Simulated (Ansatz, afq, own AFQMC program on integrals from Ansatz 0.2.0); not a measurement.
# Atomization energy of AlSi₂NH₈, singlet

```yaml
atoms:
  - { symbol: Al, position_ang: [-0.9097, 1.7242, -0.2600] }
  - { symbol: N, position_ang: [-0.0708, 0.1413, -0.0189] }
  - { symbol: Si, position_ang: [-0.1491, -0.7080, 1.5190] }
  - { symbol: Si, position_ang: [0.8535, -0.6065, -1.3147] }
  - { symbol: H, position_ang: [-0.8000, 2.4156, -1.6816] }
  - { symbol: H, position_ang: [-1.7105, 2.3365, 0.9627] }
  - { symbol: H, position_ang: [1.2161, -0.8757, 2.1096] }
  - { symbol: H, position_ang: [-0.7368, -2.0738, 1.3448] }
  - { symbol: H, position_ang: [-0.9989, 0.0715, 2.4668] }
  - { symbol: H, position_ang: [0.8393, 0.2907, -2.5077] }
  - { symbol: H, position_ang: [0.2729, -1.9331, -1.6940] }
  - { symbol: H, position_ang: [2.2708, -0.8381, -0.8920] }
```

Atoms in their ground-state spins without spin–orbit coupling (mostly on UHF) minus the molecule (RHF), without zero-point energy. The geometry is a stationary point, not shown to be a minimum.

Basis def2-TZVP. Noble-gas cores (and the filled d shells of Ga–Kr and In–Xe) are frozen. Ansatz 0.2.0 and our own AFQMC program on the same integrals; the CISD trial comes from CCSD amplitudes, and released means the phaseless constraint is let go. ± is one standard error of the sampling. The errors of all members are added in quadrature.

No full CI on the walks' own integrals is used here. The released AFQMC energy serves as the reference, which it does only where one determinant dominates, the energy is flat over the last release times and near the phaseless one (40 meV or 2 meV an electron, half that with transition metals). On small molecules, where full CI could be run and the noise was under 10 meV, such values lay within 10 meV of it in 19 cases of 20, a flattering rate, since the rule was set on those same cases; what remains of the bias isn't in the error bar. Each member takes its own surest rung, up to full CI.

The best estimate is CCSD(T) at the basis-set limit (CBS: def2-TZVPP and def2-QZVPP, with their diffuse functions for anions and beside diffuse sets, CCSD(T) itself extrapolated) plus the step from CCSD(T) to AFQMC with the constraint released in def2-TZVP. Rows without CBS are in def2-TZVP; B2PLYP and the wave-function rows carry a basis error of their own. Core correlation and relativity beyond core potentials are missing, and ± holds the sampling alone.

Cautions: AlSi₂NH₈ (singlet): the released value is read at 0.90 1/Eh with a noise of 20 meV, more than in the cases checked (meV from the phaseless value at times in 1/Eh: -11 ± 14 at 0.21, 1 ± 14 at 0.42, -2 ± 13 at 0.63, -4 ± 20 at 0.90); other spins of the molecule weren't checked.

Best estimate: 869.8 ± 0.5 kcal/mol.

```
         level  atomization energy (kcal/mol)  error against the best estimate (kcal/mol)
            HF                          649.4                                -220.4 ± 0.5
           MP2                          827.8                                 -42.0 ± 0.5
          CCSD                          824.1                                 -45.7 ± 0.5
       CCSD(T)                          831.9                                 -37.9 ± 0.5
 ph-AFQMC/CISD                    832.1 ± 0.3                                 -37.7 ± 0.5
released AFQMC                    831.9 ± 0.5                                       -37.9
        HF/CBS                          653.0                                -216.8 ± 0.5
       MP2/CBS                          867.1                                  -2.7 ± 0.5
   CCSD(T)/CBS                          870.0                                   0.2 ± 0.5
           PBE                          846.0                                 -23.8 ± 0.5
        r2SCAN                          860.3                                  -9.5 ± 0.5
          PBE0                          844.1                                 -25.7 ± 0.5
         B3LYP                          855.6                                 -14.2 ± 0.5
       wB97M-V                          868.4                                  -1.4 ± 0.5
        B2PLYP                          850.3                                 -19.5 ± 0.5
```

Correlation beyond CCSD(T) changes it by less than twice the noise. Going to the basis-set limit adds 38.1 kcal/mol at CCSD(T). The perturbative (T) step is worth +7.8 kcal/mol. The functionals spread over 24.3 kcal/mol; wB97M-V comes nearest and PBE0 is 25.7 kcal/mol too low.

Best estimates are given only where the step beyond CCSD(T) is under 0.3 eV and no member's determinant is very poor (T1 over 0.05, or 0.07 for open shells, ⟨S²⟩ too high by 0.3, two states mixed), so the hardest cases are missing from such tables.

The functionals ran in a triple-zeta set and keep a basis error of their own, a few kJ/mol for each bond in atomization energies and more for double hybrids, so close places among them and the extrapolated levels can swap.

Each member of a difference takes its own highest rung, so a best estimate needn't equal the limit plus the step of one row. Released energies are given only where the last usable release times agree within the noise; a slower fall can still hide under it.
